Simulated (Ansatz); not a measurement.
Al (model structure, started from the omega type, P6/mmm, No. 191, 3 atoms in the cell): properties by level of theory

```tsv
level (code)	lattice constant a (Å)	c axis length (Å)
PBE (Ansatz)	4.612	___
PBEsol (Ansatz)	4.580	2.777
PBE-D3(BJ) (Ansatz)	4.543	2.754
```

Task: Fill in the missing entries.

Result: 
- PBE (Ansatz, a first-principles code), c axis length (Å): 2.797

Ansatz's density-functional and Hartree–Fock values are scalar-relativistic unless marked +SOC, with PAW data made under PBE.

Computed values are for the static lattice.

A model structure was made by putting elements into a prototype or built by hand; it is no filed structure, need not be a known phase, and can be a saddle point held by its symmetry.
